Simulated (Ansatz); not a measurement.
## Down a group: vertical spin gaps of BNC, AlNC

Ansatz 0.2.0, basis cc-pVDZ; geometries are PBE0/def2-TZVP minima. Wave-function levels freeze the cores; HF, MP2 and coupled cluster are restricted for singlets and unrestricted otherwise, Kohn–Sham unrestricted where that lies lower. The reference is CCSDT(Q) (coupled cluster only where its series has nearly closed). Semilocal and hybrid functionals correlate all electrons outside any core potential and usually lie nearer their basis limit than the reference, so part of their error here is the reference's basis and frozen-core error; RPA and the MP2 part of double hybrids freeze the same cores as the reference. An error is the level's value less the reference. None of these values is a measured one. Energies are electronic, without zero-point terms. The set is small: such energies can lie up to about 0.3 eV from the limit, spin gaps mostly less, so near ties and functionals' places can change in larger sets. No spin–orbit coupling and no scalar relativity. The species are chosen: bound, without strong static correlation by their natural occupations or amplitudes, in their lowest spin state as far as vertical gaps and like structures tell, and with a ladder that closes on the reference, so errors are smaller than for species at large; levels whose determinant breaks symmetry or spin markedly are left out.

```
      species                               bonds (Å)                        quantity  symmetry of the states  reference  value (kJ/mol)  error MP2  error CCSD(T)  error CCSDT  error PBE  error B3LYP
 BNC, singlet   C–N 1.183, B–N 1.415, angle at N 180°  triplet less singlet, vertical                  Σ⁺ / Π   CCSDT(Q)           193.6      -21.3            1.2          0.2      -47.0        -23.0
AlNC, singlet  N–Al 1.858, C–N 1.176, angle at N 180°  triplet less singlet, vertical                  Σ⁺ / Π   CCSDT(Q)           270.3      -21.9            1.0          0.3      -21.4          5.7
```

The reference rises from B to Al, by 76.7 kJ/mol in all.
